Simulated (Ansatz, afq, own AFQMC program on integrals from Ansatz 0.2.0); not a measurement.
BNH, quartet in cc-pVDZ, levels against CCSDT(Q)

```tsv
atom	x (Å)	y (Å)	z (Å)
B	0.0000	-0.1852	0.7730
N	0.0000	0.0874	-0.7050
H	0.0000	0.7718	1.5065
```

Connectivity, by distances: BH–N.

Basis cc-pVDZ. Only valence electrons are correlated. Integrals, coupled cluster, full CI and functionals: Ansatz 0.2.0; the random walks run on the same integrals in our own AFQMC program. The CISD trial takes its coefficients from CCSD amplitudes. Released means that phaseless walkers are propagated on without the constraint, phases kept. ± is one standard error of the sampling.

Determinant: UHF, the one that the program's search chose, which needn't be the lowest solution. The geometry is a point of a scan.

No full CI on the walks' own integrals is used here; CCSDT(Q) serves as the reference and is uncertain by about the last step of the cluster series.

Cautions: lower spins were not checked.

```
T1 diagnostic                               : 0.0215
weight of the determinant in the CISD state : 0.917
⟨S²⟩ of the determinant                     : 3.760
size of the correlated space                : 9 electrons in 31 orbitals
```

```
  level  correlation energy (eV)
    MP2                  -4.0681
   CCSD                  -4.9123
CCSD(T)                  -5.0171
```

Task: Estimate where phaseless AFQMC with a CISD trial lies against CCSD(T) on the same integrals.

Result: 13.3 ± 7.3 meV below CCSD(T). The gap is under twice the noise, so this walk alone can't tell the two apart.

Reference: CCSDT(Q), correlation energy -5.048 eV. The released energy is read at 2.40 1/Eh (meV from the phaseless value at times in 1/Eh: -18 ± 8 at 0.24, -33 ± 9 at 0.51, -33 ± 9 at 0.99, -46 ± 12 at 1.62, -21 ± 13 at 2.40).

```json
{"level": "CCSD(T)", "E − E(reference) (meV)": "30.7", "share of correlation (%)": "99.39"}
{"level": "CCSDT", "E − E(reference) (meV)": "6.3", "share of correlation (%)": "99.88"}
{"level": "ph-AFQMC/HF", "E − E(reference) (meV)": "60.6 ± 44.7", "share of correlation (%)": "98.80"}
{"level": "ph-AFQMC/CISD", "E − E(reference) (meV)": "17.4 ± 7.3", "share of correlation (%)": "99.66"}
{"level": "released AFQMC", "E − E(reference) (meV)": "-3.2 ± 12.9", "share of correlation (%)": "100.06"}
```

A walk keeps the symmetry of its determinant, which the program's search chose and which needn't be the lowest solution, so a lower state of the same spin and another symmetry isn't excluded. Released energies are given only where the last usable release times agree within the noise; a slower fall can still hide under it.
